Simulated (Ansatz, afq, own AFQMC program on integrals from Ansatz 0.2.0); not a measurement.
## CH3BN, doublet: AFQMC among the cluster methods

```xyz
6

B    -2.1317    0.0000    0.0000
H    -2.7284    1.0336    0.0000
H    -2.7284   -1.0336    0.0000
H    -0.6897    0.0000    0.0000
N     1.6594    0.0000    0.0000
C     0.4993    0.0000    0.0000
```

Connectivity, by distances: BH2 ··· N–C, 1 bridging H.

Basis cc-pVDZ. Noble-gas cores (and the filled d shells of Ga–Kr and In–Xe) are frozen. Ansatz 0.2.0 and our own AFQMC program on the same integrals; the CISD trial comes from CCSD amplitudes, and released means the phaseless constraint is let go. Error bars are statistical, one sigma.

Determinant: ROHF, the one that the program's search chose, which needn't be the lowest solution. The geometry is a point of a scan.

No full CI on the walks' own integrals is used here; CCSDT(Q) serves as the reference and is uncertain by about the last step of the cluster series.

Cautions: a spin-contaminated unrestricted determinant lies lower (UHF 209 meV lower, ⟨S²⟩ 0.91); the released energies have errors that jump between times, so the bars are unsure, so no released level is given (meV from the phaseless value at times in 1/Eh: -10 ± 6 at 0.24, 11 ± 29 at 0.51, -17 ± 5 at 0.99, 4 ± 11 at 1.50).

The T1 diagnostic is 0.0206. The weight of the determinant in the CISD state is 0.839 and the size of the correlated space is 15 electrons in 54 orbitals.

| level | correlation energy (eV) |
| --- | --- |
| MP2 | -10.0328 |
| CCSD | -10.8041 |
| CCSD(T) | -11.2127 |

Question: Estimate where phaseless AFQMC with the Hartree–Fock trial lies against CCSD(T) on the same integrals.

Answer: 7.9 ± 4.4 kJ/mol below CCSD(T). The gap is under twice the noise, so this walk alone can't tell the two apart.

Reference: CCSDT(Q), correlation energy -11.275 eV.

```tsv
level	E − E(reference) (kJ/mol)	share of correlation (%)
CCSD(T)	6.0	99.45
CCSDT	4.3	99.61
ph-AFQMC/HF	-1.9 ± 4.4	100.17
ph-AFQMC/CISD	2.0 ± 0.7	99.82
```

A walk keeps the symmetry of its determinant, which the program's search chose and which needn't be the lowest solution, so a lower state of the same spin and another symmetry isn't excluded.
